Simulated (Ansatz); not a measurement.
# AlClHS− (SMILES [S-][AlH][Cl]): functionals against CCSD(T) at one geometry

One table from this session's results is given with a row withheld; the runs are named, their logs left out.

Method: single points in def2-TZVPPD; program: Ansatz 0.2.0, Gaussian basis.

Correlated methods freeze the cores.

## Starting geometry

SMILES `[S-][AlH][Cl]`, 4 atoms, charge -1, spin multiplicity 1.

Atoms are counted from 1 here; the program's logs count them from 0.

Bond lengths: S1–Al2 1.892 Å, Al2–Cl3 2.209 Å, Al2–H4 1.475 Å. Angles: S1–Al2–Cl3 122.5°, S1–Al2–H4 138.6°, Cl3–Al2–H4 97.6°.

As a file:

```
S    -0.8787    0.2854    1.7675
Al    0.0813    0.2033    0.1393
Cl   -0.2833   -1.3622   -1.3762
H     1.3127    0.7620   -0.4490
```

The first run:

run/in.yaml

```yaml
crystal:
  periodic: [false, false, false]
  atoms:
    - {symbol: S, position_ang: [-0.878700, 0.285400, 1.767500]}
    - {symbol: Al, position_ang: [0.081300, 0.203300, 0.139300]}
    - {symbol: Cl, position_ang: [-0.283300, -1.362200, -1.376200]}
    - {symbol: H, position_ang: [1.312700, 0.762000, -0.449000]}
basis:
  gaussian: {orbitals: "def2-TZVPPD.json"}
total_charge: -1
correlation: {method: ccsd_t}
output: {forces: true}
```

The basis file named in the input lies beside it (Basis Set Exchange, JSON).

No record of the launch command was kept for these runs.

Among the steps run: CCSD(T)/def2-TZVPPD; PBE0-D4/def2-TZVPPD; wB97M-V/def2-TZVPPD; r2SCAN-D4/def2-TZVPPD; PBE-D4/def2-TZVPPD; BLYP-D4/def2-TZVPPD; CAM-B3LYP-D4/def2-TZVPPD.

One of the session's tables, all rows but one given; the rest of the session is left out.

| method | RMS force component (eV/Å) | angle to CCSD(T) forces (°) |
| --- | --- | --- |
| CCSD(T) | 2.160 | reference |
| PBE0-D4 | 2.017 | 2.0 |
| wB97M-V | ? | ? |
| r2SCAN-D4 | 2.056 | 1.5 |
| PBE-D4 | 2.096 | 2.1 |
| BLYP-D4 | 2.118 | 2.7 |
| CAM-B3LYP-D4 | 1.944 | 1.5 |

Q: Estimate the row for wB97M-V from the others.

As computed: RMS force component (eV/Å): 1.998; angle to CCSD(T) forces (°): 0.6. In the column «RMS force component (eV/Å)» it lies between CAM-B3LYP-D4 (1.944) and PBE0-D4 (2.017).
